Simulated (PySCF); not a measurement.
Compound: nitrosyl fluoride, FNO.
InChI=1S/FNO/c1-2-3

Level of theory: PySCF, PBE0-D3(BJ)/def2-SVP geometry optimisation, gas phase.

Masses are those of the commonest isotopes; rigid-rotor values at the optimised geometry. 

(1) What are A, B and C (cm⁻¹)?

(2) What kind of rotor is it?

(3) Give the coordinates in the principal-axis frame, origin at the centre of mass.

(4) Where do the levels up to J = 3 lie, in K?

(5) Which types of transition are allowed, and where do some lines up to J = 4 fall?

(6) Estimate the classical rotational partition function at 25 K, 50 K and 500 K.

Answers

(1) Ia = 5.09, Ib = 40.53, Ic = 45.62 u·Å²; 505379 MHz·u·Å²/I gives 99265, 12469 and 11078 MHz, that is A = 3.31112, B = 0.41594, C = 0.36952 cm⁻¹.

(2) A near-prolate asymmetric top; Ray's κ = -0.968.

(3) The sense of each axis is arbitrary; atoms in the order of the calculation.
| atom | mass (u) | a (Å) | b (Å) | c (Å) |
| --- | --- | --- | --- | --- |
| O1 | 15.995 | 1.065 | -0.268 | 0.000 |
| N2 | 14.003 | 0.231 | 0.503 | 0.000 |
| F3 | 18.998 | -1.067 | -0.145 | 0.000 |

(4) Above 0(0,0), as E/k:
J = 1: 1(0,1) 1.130, 1(1,1) 5.296, 1(1,0) 5.362
J = 2: 2(0,2) 3.389, 2(1,2) 7.489, 2(1,1) 7.689, 2(2,1) 20.186, 2(2,0) 20.187
J = 3: 3(0,3) 6.777, 3(1,3) 10.779, 3(1,2) 11.179, 3(2,2) 23.576, 3(2,1) 23.580, 3(3,1) 44.571, 3(3,0) 44.571
Those of J = 1 are B + C, A + C and A + B.

(5) The dipole components are |μa| = 0.95 D, |μb| = 0.25 D, |μc| = 0.00 D; the mirror of this Cs structure is the ab plane, so μc vanishes by symmetry and there are no c-type lines. The squared components, which scale the intensities, stand as 1.00 : 0.07 (a : b). Some lines, for components of 0.1 D or more:

```tsv
type	branch	J(Ka,Kc)	MHz	lower level (cm⁻¹)
a	Q	1(1,0) ← 1(1,1)	1392	3.681
a	Q	3(1,2) ← 3(1,3)	8349	7.492
a	Q	4(1,3) ← 4(1,4)	13915	10.539
a	R	1(0,1) ← 0(0,0)	23547	0.000
a	R	2(0,2) ← 1(0,1)	47078	0.785
a	R	2(1,1) ← 1(1,0)	48486	3.727
a	R	3(1,3) ← 2(1,2)	68544	5.205
a	R	3(2,2) ← 2(2,1)	70642	14.030
b	Q	1(1,0) ← 1(0,1)	88187	0.785
b	Q	2(1,1) ← 2(0,2)	89595	2.356
a	R	4(1,4) ← 3(1,3)	91373	7.492
b	Q	3(1,2) ← 3(0,3)	91738	4.710
a	R	4(2,3) ← 3(2,2)	94176	16.386
a	R	4(3,2) ← 3(3,1)	94222	30.979
b	Q	4(1,3) ← 4(0,4)	94654	7.846
a	R	4(1,3) ← 3(1,2)	96939	7.770
b	R	1(1,1) ← 0(0,0)	110343	0.000
b	R	2(1,2) ← 1(0,1)	132498	0.785
b	Q	2(2,0) ← 2(1,1)	260403	5.344
b	Q	2(2,1) ← 2(1,2)	264561	5.205
b	Q	4(2,3) ← 4(1,4)	269462	10.539
b	R	2(2,0) ← 1(1,1)	310281	3.681
b	Q	4(3,2) ← 4(2,3)	437512	19.528
b	R	3(3,1) ← 2(2,0)	508092	14.030
b	R	4(3,2) ← 3(2,1)	531605	16.389
b	Q	4(4,0) ← 4(3,1)	612407	34.122
b	Q	4(4,1) ← 4(3,2)	612408	34.122
b	R	4(4,1) ← 3(3,0)	706630	30.979
```

(6) Point group Cs, symmetry number σ = 1; q = (√π/σ)·√((kT/h)³/(ABC)), k/h = 20836.6 MHz/K: 180 at 25 K, 509 at 50 K, 16100 at 500 K.

No PBE0-D3(BJ)/def2-SVP frequencies stand behind this structure, so it isn't proved a minimum. These are rigid-rotor constants of the computed structure; measured ground-state constants (B0) also hold zero-point vibration. Quadrupole hyperfine structure (14N) is left out.

On one thread of an Intel Xeon Platinum 8559C, no GPU, shared host with 192 logical CPUs at a one-minute load of 31, this took 3.3 s wall and 0.26 GiB of memory at its peak. These figures are those of the optimisation.
